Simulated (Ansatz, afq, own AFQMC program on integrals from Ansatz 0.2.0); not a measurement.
AlNH, doublet: AFQMC among the cluster methods

```yaml
atoms:
  - { symbol: Al, position_ang: [0.0000, 0.0000, 0.0508] }
  - { symbol: N, position_ang: [0.0000, 0.0000, -1.6818] }
  - { symbol: H, position_ang: [0.0000, 0.0000, 1.6309] }
```

Connectivity, by distances: AlH–N.

Basis 6-31G. Only valence electrons are correlated. Ansatz 0.2.0 and our own AFQMC program on the same integrals; the CISD trial comes from CCSD amplitudes, and released means the phaseless constraint is let go. Uncertainties: one standard error, sampling alone.

Determinant: UHF, the one that the program's search chose, which needn't be the lowest solution. The geometry is a PBE0/def2-TZVP stationary point of this or a neighbouring charge and spin state.

Full CI on the same integrals is exact in this basis and with this determinant's frozen core.

Cautions: strong correlation (T1 0.102, weight of the determinant 0.72, largest double 0.15); unrestricted determinant spin contaminated (⟨S²⟩ 1.34 against 0.75); the released energies have errors that jump between times, so the bars are unsure, so no released level is given (meV from the phaseless value at times in 1/Eh: -6 ± 3 at 0.24, -11 ± 3 at 0.51, 2 ± 21 at 0.99, -21 ± 4 at 1.62, -27 ± 4 at 2.40), though the last usable value meets full CI within the noise; the ph-AFQMC/CISD walk drifts between its halves (2.2 errors).

* T1 diagnostic: 0.1017
* weight of the determinant in the CISD state: 0.722
* ⟨S²⟩ of the determinant: 1.337
* size of the correlated space: 9 electrons in 18 orbitals

Reference: full CI, correlation energy -4.108 eV. The cautions show a poor starting determinant, so the rows tell how each method copes with it here, and full CI is the sure value.

```
        level  E − E(reference) (meV)  share of correlation (%)
           HF                  4108.2                      0.00
          MP2                  1358.2                     66.94
         CCSD                   233.4                     94.32
      CCSD(T)                    98.0                     97.61
        CCSDT                    17.3                     99.58
     CCSDT(Q)                   -17.8                    100.43
       CCSDTQ                    -0.5                    100.01
  ph-AFQMC/HF             77.9 ± 22.6                     98.10
ph-AFQMC/CISD              31.6 ± 4.9                     99.23
```

CCSDT and higher add their correlation energy to the determinant of the CCSD(T) run, since their own runs factorise the integrals more tightly (a shift of under 2 meV). A walk keeps the symmetry of its determinant, which the program's search chose and which needn't be the lowest solution, so a lower state of the same spin and another symmetry isn't excluded.
